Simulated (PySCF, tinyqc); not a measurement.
Worked calculation: CISD on RHF in the sto-3g basis, frozen core, for LiH, spin multiplicity 1. The lowest restricted solution is unstable here: a spin-polarised one lies 0.0181 hartree lower (PySCF). Computed by tinyqc, a small Python program that keeps every step (integrals from PySCF). Settings: charge = 0, multiplicity = 1, basis = sto-3g, method = RHF, frozen orbitals = 1, energy threshold = 1e-10, iteration cap = 80, orthogonalisation = symmetric, start = Wolfsberg-Helmholz matrix, DIIS depth = 6, ci = CISD. Command: `OMP_NUM_THREADS=1 python tinyqc.py 24316 24317 out.jsonl` (the two numbers bound the seeds that draw the settings). One thread of a shared host (Intel(R) Xeon(R) Processor @ 2.60GHz), about 0.1 s of CPU time with the checks. The early iterations of the SCF are left out here.

## One-electron integrals

Geometry (angstrom):
```
atom,x,y,z
Li,0.000000,0.000000,0.000000
H,0.000000,0.000000,2.390000
```

Basis sto-3g: exponents (1/bohr^2) and contraction coefficients of normalised primitives:
```
element,l (shell),exponent,coefficient
Li,s (1),16.119575,0.154329
Li,s (1),2.936201,0.535328
Li,s (1),0.794651,0.444635
Li,s (2),0.636290,-0.099967
Li,s (2),0.147860,0.399513
Li,s (2),0.048089,0.700115
Li,p (3),0.636290,0.155916
Li,p (3),0.147860,0.607684
Li,p (3),0.048089,0.391957
H,s (1),3.425251,0.154329
H,s (1),0.623914,0.535328
H,s (1),0.168855,0.444635
```

Overlap, kinetic and nuclear-attraction integrals over the contracted functions; the nuclear repulsion is the sum of Za Zb / Rab.

nuclear repulsion = 0.66423918 hartree

overlap S:
```
,1Li 1s,1Li 2s,1Li 2px,1Li 2py,1Li 2pz,2H 1s
1Li 1s,1.000000,0.241137,0.000000,0.000000,0.000000,0.010853
1Li 2s,0.241137,1.000000,0.000000,0.000000,0.000000,0.217412
1Li 2px,0.000000,0.000000,1.000000,0.000000,0.000000,0.000000
1Li 2py,0.000000,0.000000,0.000000,1.000000,0.000000,0.000000
1Li 2pz,0.000000,0.000000,0.000000,0.000000,1.000000,0.322816
2H 1s,0.010853,0.217412,0.000000,0.000000,0.322816,1.000000
```

kinetic energy T (hartree):
```
,1Li 1s,1Li 2s,1Li 2px,1Li 2py,1Li 2pz,2H 1s
1Li 1s,3.576786,-0.020237,0.000000,0.000000,0.000000,-0.005354
1Li 2s,-0.020237,0.102163,0.000000,0.000000,0.000000,0.006329
1Li 2px,0.000000,0.000000,0.319682,0.000000,0.000000,0.000000
1Li 2py,0.000000,0.000000,0.000000,0.319682,0.000000,0.000000
1Li 2pz,0.000000,0.000000,0.000000,0.000000,0.319682,0.034095
2H 1s,-0.005354,0.006329,0.000000,0.000000,0.034095,0.760032
```

nuclear attraction V (hartree):
```
,1Li 1s,1Li 2s,1Li 2px,1Li 2py,1Li 2pz,2H 1s
1Li 1s,-8.204294,-1.017734,0.000000,0.000000,-0.007218,-0.042762
1Li 2s,-1.017734,-1.422686,0.000000,0.000000,-0.078193,-0.323686
1Li 2px,0.000000,0.000000,-1.393970,0.000000,0.000000,0.000000
1Li 2py,0.000000,0.000000,0.000000,-1.393970,0.000000,0.000000
1Li 2pz,-0.007218,-0.078193,0.000000,0.000000,-1.450971,-0.485295
2H 1s,-0.042762,-0.323686,0.000000,0.000000,-0.485295,-1.890826
```

core Hamiltonian H = T + V (hartree):
```
,1Li 1s,1Li 2s,1Li 2px,1Li 2py,1Li 2pz,2H 1s
1Li 1s,-4.627508,-1.037971,0.000000,0.000000,-0.007218,-0.048116
1Li 2s,-1.037971,-1.320523,0.000000,0.000000,-0.078193,-0.317357
1Li 2px,0.000000,0.000000,-1.074288,0.000000,0.000000,0.000000
1Li 2py,0.000000,0.000000,0.000000,-1.074288,0.000000,0.000000
1Li 2pz,-0.007218,-0.078193,0.000000,0.000000,-1.131289,-0.451200
2H 1s,-0.048116,-0.317357,0.000000,0.000000,-0.451200,-1.130794
```

## Two-electron integrals

Functions are numbered as in S; the eight-fold symmetry (ij|kl) = (ji|kl) = (kl|ij) leaves the list below.

Two-electron integrals (ij|kl) in chemists' order, unique and non-zero (hartree):
```
i,j,k,l,(ij|kl)
1,1,1,1,1.680395
2,1,1,1,0.265420
2,1,2,1,0.049941
2,2,1,1,0.397727
2,2,2,1,0.092860
2,2,2,2,0.290562
3,1,3,1,0.008981
3,2,3,1,0.013788
3,2,3,2,0.064184
3,3,1,1,0.396640
3,3,2,1,0.092880
3,3,2,2,0.290497
3,3,3,3,0.312946
4,1,4,1,0.008981
4,2,4,1,0.013788
4,2,4,2,0.064184
4,3,4,3,0.016869
4,4,1,1,0.396640
4,4,2,1,0.092880
4,4,2,2,0.290497
4,4,3,3,0.279207
4,4,4,4,0.312946
5,1,5,1,0.008981
5,2,5,1,0.013788
5,2,5,2,0.064184
5,3,5,3,0.016869
5,4,5,4,0.016869
5,5,1,1,0.396640
5,5,2,1,0.092880
5,5,2,2,0.290497
5,5,3,3,0.279207
5,5,4,4,0.279207
5,5,5,5,0.312946
6,1,1,1,0.011132
6,1,2,1,0.002133
6,1,2,2,0.004131
6,1,3,3,0.004075
6,1,4,4,0.004075
6,1,5,1,0.000301
6,1,5,2,0.000593
6,1,5,5,0.004245
6,1,6,1,0.000103
6,2,1,1,0.060671
6,2,2,1,0.014501
6,2,2,2,0.052989
6,2,3,3,0.049821
6,2,4,4,0.049821
6,2,5,1,0.002158
6,2,5,2,0.016851
6,2,5,5,0.059274
6,2,6,1,0.000771
6,2,6,2,0.021147
6,3,3,1,0.000726
6,3,3,2,0.004271
6,3,5,3,0.002091
6,3,6,3,0.000961
6,4,4,1,0.000726
6,4,4,2,0.004271
6,4,5,4,0.002091
6,4,6,4,0.000961
6,5,1,1,0.086287
6,5,2,1,0.020714
6,5,2,2,0.077253
6,5,3,3,0.072006
6,5,4,4,0.072006
6,5,5,1,0.003314
6,5,5,2,0.026131
6,5,5,5,0.087674
6,5,6,1,0.001119
6,5,6,2,0.032696
6,5,6,5,0.050751
6,6,1,1,0.221395
6,6,2,1,0.053376
6,6,2,2,0.213357
6,6,3,3,0.196495
6,6,4,4,0.196495
6,6,5,1,0.007197
6,6,5,2,0.074146
6,6,5,5,0.246884
6,6,6,1,0.002827
6,6,6,2,0.114673
6,6,6,5,0.181016
6,6,6,6,0.774606
```

## Orthogonalisation

S = U s U^T; symmetric (Loewdin) form X = U s^(-1/2) U^T, so that X^T S X = 1.

eigenvalues of S: 0.585624  0.809859  1.000000  1.000000  1.182039  1.422478

X:
```
,1Li 1s,1Li 2s,1Li 2px,1Li 2py,1Li 2pz,2H 1s
1Li 1s,1.023337,-0.128495,0.000000,0.000000,-0.004767,0.016923
1Li 2s,-0.128495,1.044180,0.000000,0.000000,0.030710,-0.124091
1Li 2px,0.000000,0.000000,1.000000,0.000000,0.000000,0.000000
1Li 2py,0.000000,0.000000,0.000000,1.000000,0.000000,0.000000
1Li 2pz,-0.004767,0.030710,0.000000,0.000000,1.044072,-0.178966
2H 1s,0.016923,-0.124091,0.000000,0.000000,-0.178966,1.064594
```

## Iteration 9 (converged): orbitals

converged F (hartree):
```
,1Li 1s,1Li 2s,1Li 2px,1Li 2py,1Li 2pz,2H 1s
1Li 1s,-2.371042,-0.643982,0.000000,0.000000,0.013370,-0.029986
1Li 2s,-0.643982,-0.205308,0.000000,0.000000,-0.050286,-0.174290
1Li 2px,0.000000,0.000000,0.157776,0.000000,0.000000,0.000000
1Li 2py,0.000000,0.000000,0.000000,0.157776,0.000000,0.000000
1Li 2pz,0.013370,-0.050286,0.000000,0.000000,0.074969,-0.173893
2H 1s,-0.029986,-0.174290,0.000000,0.000000,-0.173893,-0.064900
```

Diagonalise F' = X^T F X, C = X C', fill 2 alpha and 2 beta electrons from the bottom; D = 2 C_occ C_occ^T. Each column has its largest component positive (the first on a tie).

F' = X^T F X (hartree):
```
,1,2,3,4,5,6
1,-2.317489,-0.360611,0.000000,0.000000,0.010779,0.027043
2,-0.360611,-0.048912,0.000000,0.000000,-0.001979,-0.173636
3,0.000000,0.000000,0.157776,0.000000,0.000000,0.000000
4,0.000000,0.000000,0.000000,0.157776,0.000000,0.000000
5,0.010779,-0.001979,0.000000,0.000000,0.143077,-0.202526
6,0.027043,-0.173636,0.000000,0.000000,-0.202526,0.036628
```

orbital energies (hartree): MO1 -2.373474, MO2 -0.217683, MO3 0.067113, MO4 0.157776, MO5 0.157776, MO6 0.337348

coefficients C:
```
,MO1,MO2,MO3,MO4,MO5,MO6
1Li 1s,0.991557,-0.148671,-0.216787,0.000000,0.000000,0.108414
1Li 2s,0.032980,0.519483,0.800351,0.000000,0.000000,-0.460056
1Li 2px,0.000000,0.000000,0.000000,-0.544156,0.838984,0.000000
1Li 2py,0.000000,0.000000,0.000000,0.838984,0.544156,0.000000
1Li 2pz,-0.004259,0.315044,-0.574462,0.000000,0.000000,-0.832948
2H 1s,-0.001974,0.618481,-0.243699,0.000000,0.000000,0.859746
```

D after iteration 9:
```
,1Li 1s,1Li 2s,1Li 2px,1Li 2py,1Li 2pz,2H 1s
1Li 1s,2.010575,-0.089061,0.000000,0.000000,-0.102123,-0.187815
1Li 2s,-0.089061,0.541901,0.000000,0.000000,0.327039,0.642451
1Li 2px,0.000000,0.000000,0.000000,0.000000,0.000000,0.000000
1Li 2py,0.000000,0.000000,0.000000,0.000000,0.000000,0.000000
1Li 2pz,-0.102123,0.327039,0.000000,0.000000,0.198542,0.389714
2H 1s,-0.187815,0.642451,0.000000,0.000000,0.389714,0.765045
```

Within a degenerate level the vectors are fixed only up to a rotation; this is one choice.

## Convergence

Stop when the energy changes by less than 1e-10 hartree and every element of the error matrix X^T (F D S - S D F) X is below 3e-06.

Course of the cycle:
```
iteration,E (hartree),change,largest element of the error matrix
1,-7.76645430,-,4.53e-02
2,-7.77760394,-1.11e-02,2.60e-02
3,-7.78336680,-5.76e-03,1.32e-02
4,-7.78457917,-1.21e-03,4.82e-03
5,-7.78462479,-4.56e-05,1.50e-03
6,-7.78462965,-4.86e-06,3.55e-04
7,-7.78462997,-3.17e-07,7.60e-06
8,-7.78462997,-2.77e-10,8.42e-07
9,-7.78462997,-1.44e-12,1.84e-09
```

PySCF RHF in the same basis = -7.78462997 hartree

Converged in 9 iterations.

## Integrals over molecular orbitals

(pq|rs) = sum C_ip C_jq C_kr C_ls (ij|kl), one index at a time.

one-electron integrals over orbitals h = C^T H C (hartree):
```
,1,2,3,4,5,6
1,-4.618737,0.095776,0.159769,0.000000,0.000000,-0.051154
2,0.095776,-1.238974,0.003640,0.000000,0.000000,0.062053
3,0.159769,0.003640,-1.081171,0.000000,0.000000,0.015153
4,0.000000,0.000000,0.000000,-1.074288,0.000000,0.000000
5,0.000000,0.000000,0.000000,0.000000,-1.074288,0.000000
6,-0.051154,0.062053,0.015153,0.000000,0.000000,-1.021386
```

Two-electron integrals over orbitals (pq|rs), unique and non-zero (hartree); the lowest 1 orbital is frozen and left out:
```
p,q,r,s,(pq|rs)
2,2,2,2,0.435516
3,2,2,2,-0.066311
3,2,3,2,0.028361
3,3,2,2,0.212290
3,3,3,2,0.017209
3,3,3,3,0.321494
4,2,4,2,0.020857
4,3,4,2,0.021183
4,3,4,3,0.041372
4,4,2,2,0.235015
4,4,3,2,0.018748
4,4,3,3,0.277458
4,4,4,4,0.312946
5,2,5,2,0.020857
5,3,5,2,0.021183
5,3,5,3,0.041372
5,4,5,4,0.016869
5,5,2,2,0.235015
5,5,3,2,0.018748
5,5,3,3,0.277458
5,5,4,4,0.279207
5,5,5,5,0.312946
6,2,2,2,0.103487
6,2,3,2,-0.051610
6,2,3,3,-0.016487
6,2,4,4,-0.042784
6,2,5,5,-0.042784
6,2,6,2,0.132216
6,3,2,2,-0.063633
6,3,3,2,0.023817
6,3,3,3,0.037203
6,3,4,4,0.011522
6,3,5,5,0.011522
6,3,6,2,-0.043998
6,3,6,3,0.036491
6,4,4,2,-0.017543
6,4,4,3,-0.010747
6,4,6,4,0.018491
6,5,5,2,-0.017543
6,5,5,3,-0.010747
6,5,6,5,0.018491
6,6,2,2,0.404265
6,6,3,2,-0.051141
6,6,3,3,0.239743
6,6,4,4,0.254055
6,6,5,5,0.254055
6,6,6,2,0.081856
6,6,6,3,-0.047372
6,6,6,6,0.396553
```

## CISD: determinants and Hamiltonian

one-electron integrals dressed by the frozen orbital, h + 2 (pq|11) - (p1|1q) (hartree):
```
,2,3,4,5,6
2,-0.653199,0.066311,0.000000,0.000000,-0.103487
3,0.066311,-0.329105,0.000000,0.000000,0.075656
4,0.000000,0.000000,-0.291397,0.000000,0.000000
5,0.000000,0.000000,0.000000,-0.291397,0.000000
6,-0.103487,0.075656,0.000000,0.000000,-0.338964
```

energy of the frozen orbital, 2 h_11 + (11|11) = -7.57798743 hartree

Hartree-Fock energy = -7.78462997 hartree

Slater-Condon rules over spin orbitals, with the nuclear repulsion and the energy of the frozen orbital added and E(HF) subtracted on the diagonal. Only determinants linked to the reference directly or through others are kept (one block of an abelian symmetry group), so some states are absent.

Occupation strings over the orbitals (2 doubly, a alpha, b beta, 0 empty; spin orbitals ordered 1a 1b 2a 2b ...): 220000 2ab000 2a000b 2ba000 2b000a 202000 20a00b 200200 200020 20b00a 200002

H - E(HF) between determinants (hartree):
```
,220000,2ab000,2a000b,2ba000,2b000a,202000,20a00b,200200,200020,20b00a,200002
220000,0.000000,0.000000,0.000000,0.000000,0.000000,0.028361,-0.051610,0.020857,0.020857,0.051610,0.132216
2ab000,0.000000,0.100868,0.012023,-0.028361,0.051610,0.083520,0.023817,0.021183,0.021183,0.119974,-0.043998
2a000b,0.000000,0.012023,0.282983,0.051610,-0.132216,0.023817,0.015170,-0.017543,-0.017543,0.043998,-0.021631
2ba000,0.000000,-0.028361,0.051610,0.100868,0.012023,-0.083520,0.119974,-0.021183,-0.021183,0.023817,0.043998
2b000a,0.000000,0.051610,-0.132216,0.012023,0.282983,-0.023817,0.043998,0.017543,0.017543,0.015170,0.021631
202000,0.028361,0.083520,0.023817,-0.083520,-0.023817,0.534167,0.112859,0.041372,0.041372,-0.112859,0.036491
20a00b,-0.051610,0.023817,0.015170,0.119974,0.043998,0.112859,0.442555,-0.010747,-0.010747,-0.036491,0.028284
200200,0.020857,0.021183,-0.017543,-0.021183,0.017543,0.041372,-0.010747,0.601034,0.016869,0.010747,0.018491
200020,0.020857,0.021183,-0.017543,-0.021183,0.017543,0.041372,-0.010747,0.016869,0.601034,0.010747,0.018491
20b00a,0.051610,0.119974,0.043998,0.023817,0.015170,-0.112859,-0.036491,0.010747,0.010747,0.442555,-0.028284
200002,0.132216,-0.043998,-0.021631,0.043998,0.021631,0.036491,0.028284,0.018491,0.018491,-0.028284,0.589506
```

## CISD: roots

Diagonalise (each vector has its largest component positive (the first on a tie)); all determinants have Ms = 0, so triplets appear too. The lowest singlet root is the correlation energy.

lowest roots of this matrix, relative to E(HF) (hartree): -0.046432  0.007361  0.040416  0.143885  0.381380  0.441038  0.478091  0.584165

lowest vectors:
```
,root 1,root 2,root 3,root 4
220000,0.943359,0.000000,-0.191840,0.000000
2ab000,0.095405,0.646222,0.614504,0.136359
2a000b,0.013150,-0.203019,0.106660,0.657002
2ba000,-0.095405,0.646222,-0.614504,0.136359
2b000a,-0.013150,-0.203019,-0.106660,0.657002
202000,-0.116774,0.000000,-0.302565,0.000000
20a00b,0.145259,-0.202930,0.186646,-0.223058
200200,-0.017824,0.000000,-0.007996,0.000000
200020,-0.017824,0.000000,-0.007996,0.000000
20b00a,-0.145259,-0.202930,-0.186646,-0.223058
200002,-0.187220,0.000000,0.154494,0.000000
```

<S^2> of these roots: 0.000000  2.000000  0.000000  2.000000  0.000000  0.000000  2.000000  0.000000

weight of the ground state by excitation level 0, 1, 2, ...: 0.889927  0.018550  0.091523

The reference has a weight of only 0.89: one determinant is a poor start here.
